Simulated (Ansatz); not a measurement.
Relaxation of FH5OSi (8 atoms, charge 0, multiplicity 1), to a largest force component of 0.03 eV/Å in at most 50 steps.

All numbers below come from Ansatz 0.2.0, RKS PBE-D4/6-31G*.

```xyz
8
Properties=species:S:1:pos:R:3
Si 0.306 -0.302 -0.561
F -0.918 -0.343 1.956
H 1.196 -0.077 -1.742
O -0.409 1.175 -0.236
H -0.950 1.106 0.578
H -0.648 -1.422 -0.855
H 1.178 -0.762 0.546
H 0.008 -0.507 1.971
```

Q: Where does it end, and by what steps?

A: The run converged. After 7 steps the energy has fallen by 0.064 eV; H8 moved furthest, 0.35 Å.

```tsv
step	energy less start (eV)	largest force component (eV/Å)	accepted
0	0.0000	0.717	yes
1	-0.0513	0.161	yes
2	-0.0556	0.328	yes
3	-0.0591	0.277	yes
4	-0.0613	0.320	yes
5	-0.0628	0.117	yes
6	-0.0635	0.042	yes
7	-0.0636	0.016	yes
```

```xyz
8
Properties=species:S:1:pos:R:3
Si 0.349 -0.327 -0.684
F -1.028 -0.206 2.170
H 1.215 0.029 -1.849
O -0.402 1.085 -0.195
H -0.919 0.934 0.626
H -0.599 -1.428 -1.071
H 1.239 -0.900 0.404
H -0.091 -0.319 2.254
```

Whether the end is a true minimum wasn't checked by a vibrational analysis.

Time of the run: 6.1 s on 1 thread of AMD EPYC 9R45 96-Core Processor (Zen 5) (shared host), peak memory 0.14 GiB.
